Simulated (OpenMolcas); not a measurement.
# USVWN/def-TZVP run of BH2O (SMILES B[O])

What is the vertical ionisation energy of BH2O at USVWN/def-TZVP? 

Program for the calculation: OpenMolcas 26.06.

4 further runs of the same task are left out: 4 set aside as unsound or not needed.

## (1) The system as given

BH2O: 4 atoms, total charge 0, spin state doublet. SMILES: `B[O]`. Geometry: relaxed at PBE0-D4/def2-TZVP.

Bond lengths: B1–O2 1.281 Å, B1–H3 1.211 Å, B1–H4 1.211 Å. Angles: O2–B1–H3 119.9°, O2–B1–H4 119.9°, H3–B1–H4 120.2°.

## (2) Energy and one-electron properties at USVWN/def-TZVP

File geom.xyz:

```xyz
4

B     -0.001100    -0.010300    -0.015100
O      1.025300    -0.340800     0.676900
H     -1.052600    -0.587700     0.151600
H      0.083900     0.878500    -0.833600
```

File run.inp:

```
&GATEWAY
  Coord = geom.xyz
  Basis = def-TZVP
  Group = NoSym

&SEWARD

&SCF
  UHF
  Spin = 2
  KSDFT = SVWN
  PrOrbitals = 1 2
```

Launch:

```console
$ export MOLCAS_MEM=1860
$ pymolcas run.inp > run.log
```

Output:

```text
--- Start Module: gateway ---
[...]
--- Stop Module: gateway /rc=_RC_ALL_IS_WELL_ ---
--- Start Module: seward ---
[...]
      Basis functions           50
--- Stop Module: seward /rc=_RC_ALL_IS_WELL_ ---
--- Start Module: scf ---
[...]
       Convergence after  13 Iterations
[...]
::    Total KS-DFT energy                            -100.7290718157
[...]
      Total spin, S                                     0.5015852590
[...]
      Total electronic charge=   15.000000
      Total            charge=   -0.000000
[...]
      Dipole Moment (debye):
      Origin of the operator (angstrom)=    0.5311   -0.1816    0.3437
                   X= -1.4924E+00               Y=  4.8060E-01               Z= -1.0062E+00           Total=  1.8630E+00
      Quadrupole Moment (debye*angstrom):
[...]
--- Stop Module: scf /rc=_RC_ALL_IS_WELL_ ---
[...]
```

Wall time 3.9 s (1 thread of Arm Neoverse V1, shared host); peak memory 0.38 GiB.

Atomic charges (e):

| atom | Mulliken |
| --- | --- |
| B1 | +0.047 |
| O2 | -0.182 |
| H3 | +0.068 |
| H4 | +0.068 |

## (3) The singlet cation

geom.xyz is that of step 2.

File run.inp:

```
* BH2O Kohn-Sham DFT

&GATEWAY
  Coord
  geom.xyz
  Basis
  def-TZVP
  Group
  NoSym

&SEWARD

&SCF
  Charge
  1
  KSDFT
  SVWN
  PrOrbitals
  1 2

&LOCALISATION
  Boys
```

Launch:

```console
$ export MOLCAS_MEM=1860
$ pymolcas run.inp > run.log
```

Output:

```text
--- Start Module: gateway ---
[...]
--- Stop Module: gateway /rc=_RC_ALL_IS_WELL_ ---
[...]
      Basis functions           50
[...]
--- Start Module: scf ---
[...]
       Convergence after  13 Iterations
[...]
::    Total KS-DFT energy                            -100.2757990696
[...]
      Total spin, S                                     0.0000000000
[...]
      Total electronic charge=   14.000000
      Total            charge=    1.000000
[...]
      Dipole Moment (debye):
      Origin of the operator (angstrom)=    0.5311   -0.1816    0.3437
                   X= -3.5127E+00               Y=  1.1315E+00               Z= -2.3687E+00           Total=  4.3852E+00
      Center of Charge (angstrom)
[...]
--- Stop Module: scf /rc=_RC_ALL_IS_WELL_ ---
[...]
--- Start Module: localisation ---
[...]
--- Stop Module: localisation /rc=_RC_ALL_IS_WELL_ ---
[...]
```

Wall time 3.3 s (1 thread of Arm Neoverse V1, shared host); peak memory 0.38 GiB.

Atomic charges (e):

```
atom  Mulliken
  B1    +0.184
  O2    +0.158
  H3    +0.329
  H4    +0.329
```

## (4) Summary of results

At USVWN/def-TZVP:

| quantity | value |
| --- | --- |
| doublet BH2O: total energy | -100.72907 Eh |
| doublet BH2O: dipole moment | 1.86 D |
| doublet BH2O: HOMO energy (highest over α and β) | -8.00 eV |
| doublet BH2O: LUMO energy (lowest over α and β) | -6.71 eV |
| doublet BH2O: ⟨S²⟩ | 0.753 |
| singlet cation: total energy | -100.27580 Eh |
| singlet cation: HOMO energy | -18.60 eV |
| singlet cation: LUMO energy | -16.76 eV |
| singlet cation: HOMO–LUMO gap | 1.85 eV |
| vertical ionisation energy (to the singlet cation) | 12.334 eV |

**Reading.** The vertical ionisation energy comes to 12.33 eV (284 kcal/mol). Only the singlet of the ionised species was computed; a triplet could lie lower. Mulliken charges (doublet BH2O) run from -0.18 on O2 to +0.07 on H3. Mulliken charges (singlet cation) run from +0.16 on O2 to +0.33 on H3; they depend strongly on the basis.
